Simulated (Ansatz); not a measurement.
Born–Oppenheimer molecular dynamics of C2FO (4 atoms, charge 1, multiplicity 1). It starts from a relaxed structure.

The calculation used RHF/def2-mTZVP in Ansatz.

```yaml
ensemble: NVE (velocity Verlet)
time_step: 1 fs
steps_asked: 250
starting_velocities_drawn_for: 1000 K
seed: 450405
```

First frame:

```xyz
4
Properties=species:S:1:pos:R:3
O -1.705 0.376 1.333
C -0.848 0.237 0.661
C 1.200 0.260 -0.953
F 1.352 -0.874 -1.041
```

(1) How far do the bonds stretch over the last three quarters of this one trajectory? (Pairs bonded in most of those frames.)

Answers

(1) 
| bond | mean (Å) | spread (Å) | shortest | longest |
| --- | --- | --- | --- | --- |
| O1–C2 | 1.101 | 0.027 | 1.06 | 1.14 |
| C3–F4 | 1.147 | 0.019 | 1.12 | 1.17 |

Mean temperature of the second half: 495 K. The conserved energy stayed within 2 meV per atom of its start (net change 0.94 meV per atom), so the integration is sound. The temperature averaged 0.50 of the 1000 K drawn at the start: a run that starts near a minimum puts about half its kinetic energy into the potential. A run of 0.25 ps of so small a system gives no equilibrium averages. Limits of this set-up: the dipole of an ion depends on the origin.

Run time: 2.9 min on 1 CPU thread of a shared host.
